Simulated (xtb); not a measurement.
Species: CS$_{2}$, SMILES `S=C=S` (charge 0, multiplicity 1).

**Question.** Give a relaxed geometry from GFN2-xTB in xtb 6.7.1.

**Answer.** the end point of this relaxation (outside a Z-matrix the atoms follow the SMILES, hydrogens last).
Bond lengths (Å): S1–C2 1.550, C2–S3 1.550. Bond angles (°): S1–C2–S3 180.0.
